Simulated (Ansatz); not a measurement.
# SiH₂ (triplet): from Hartree-Fock to the top rungs at distance H1–H2 along a hydrogen transfer = 0.791 Å, cc-pVDZ

How much of the correlation energy of SiH₂ (triplet) does each wave-function method recover here?

The runs use Ansatz 0.2.0, Gaussian basis; cc-pVDZ, core rule «outside noble gas», up to 5 orbitals frozen.

The runs, in order: UHF; CCSD(T) on ROHF; CCSD(T) on UHF; BCCD(T) on ROHF; CISD; CCSDT(Q) on ROHF; CCSDT(Q) on UHF; CISDTQ; CASSCF and MRCISD+Q, 4 electrons in 4 orbitals; CASSCF and NEVPT2, 4 electrons in 4 orbitals; CASSCF and MRCISD+Q, 6 electrons in 6 orbitals; CASSCF and NEVPT2, 6 electrons in 6 orbitals; Full CI.

8 further runs of the same task are left out: 7 that didn't finish, 1 set aside as unsound or not needed.

**1. What is computed**

The geometry derives from fragments relaxed apart (PBE0/def2-TZVP) and kept rigid, so it is no stationary point. A hydrogen atom is moved between rigid fragments.

3 atoms, charge 0, spin multiplicity 3.

Atoms are counted from 1 here; the program's logs count them from 0.

Bond lengths: H1–H2 0.791 Å, H2–Si3 1.716 Å. Angles: H1–H2–Si3 180.0°.

**2. UHF**

in.yaml reads:

```yaml
crystal:
  periodic: [false, false, false]
  atoms:
    - {symbol: H, position_ang: [0.000000, 0.000000, -1.099333]}
    - {symbol: H, position_ang: [0.000000, 0.000000, -0.308333]}
    - {symbol: Si, position_ang: [0.000000, 0.000000, 1.407667]}
basis:
  gaussian: {orbitals: cc-pVDZ}
magnetization: {spin_polarized: true, initial_magnetization: 2}
hamiltonian: {xc: hf}
output: {orbitals: {seedname: orbitals}}
```

Started as:

```sh
$ ansatz run in.yaml --threads 1 --pin off --events-out ev --progress --plain --max-ram 2393MiB
```

Further steps of the session: CCSD(T) on ROHF; CCSD(T) on UHF; BCCD(T) on ROHF; CISD; CCSDT(Q) on ROHF; CCSDT(Q) on UHF; CISDTQ; CASSCF and MRCISD+Q, 4 electrons in 4 orbitals; CASSCF and NEVPT2, 4 electrons in 4 orbitals; CASSCF and MRCISD+Q, 6 electrons in 6 orbitals; CASSCF and NEVPT2, 6 electrons in 6 orbitals; Full CI.

Q: Predict the results of all the runs planned. Wanted: FCI below the RHF energy; RMP2 from FCI; UMP2 from FCI; RCCSD from FCI; RCCSD(T) from FCI; UCCSD(T) from FCI; RCCSDT(Q) from FCI; UCCSDT(Q) from FCI; MRCISD+Q pair from FCI.

The runs gave:

| quantity | value |
| --- | --- |
| FCI below the RHF energy | -3.0668 eV |
| RMP2 from FCI | +77.0 kJ/mol |
| UMP2 from FCI | +77.1 kJ/mol |
| RCCSD from FCI | +7.0 kJ/mol |
| RCCSD(T) from FCI | +1.8 kJ/mol |
| UCCSD(T) from FCI | +1.7 kJ/mol |
| RCCSDT(Q) from FCI | 0.0 kJ/mol |
| UCCSDT(Q) from FCI | 0.0 kJ/mol |
| MRCISD+Q pair from FCI | -5.1 kJ/mol |
| NEVPT2 valence from FCI | +58.9 kJ/mol |
| MRCISD+Q valence from FCI | +0.6 kJ/mol |
| levels within 1 kcal/mol (43 meV) | RCCSD(T), UCCSD(T), BCCD(T), RCCSDT, UCCSDT, CISDTQ, RCCSDT(Q), UCCSDT(Q), MRCISD+Q valence |
| T1 diagnostic | 0.022 |
| effectively unpaired electrons | 2.05 |

**Reading.** RCCSD(T) lands +1.8 kJ/mol from the yardstick (0.6 % of the correlation energy). MRCISD+Q pair falls below full CI: the +Q correction isn't variational, and the cores differ from full CI's. One determinant dominates. Of the multireference levels listed MRCISD+Q valence comes nearest in total energy (+0.6 kJ/mol), which doesn't show that its space is the better one. These misses are within one basis, not against nature; the frozen cores of restricted and unrestricted runs differ, which can shift their rows.
